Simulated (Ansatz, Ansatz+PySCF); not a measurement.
| atom | x (Å) | y (Å) | z (Å) |
| --- | --- | --- | --- |
| Na | 0.0000 | 0.0000 | -1.3062 |
| Cl | 0.0000 | 0.0000 | 0.8452 |

RHF on singlet NaCl was run in several spherical basis sets with Ansatz (development build ahead of 0.2.0).

Rank the basis sets by the total energy that they give, lowest first, with the distance from the lowest.
A. 6-31G(d)
B. def2-SVP
C. STO-3G
D. cc-pVTZ
E. def2-TZVP
F. cc-pVDZ
G. 6-31G

D (0.00 eV), E (0.36 eV), F (0.55 eV), A (1.52 eV), G (1.77 eV), B (6.25 eV), C (188.21 eV).

Totals follow the description of the cores as much as that of the bonds, so this order isn't one of quality for chemistry.
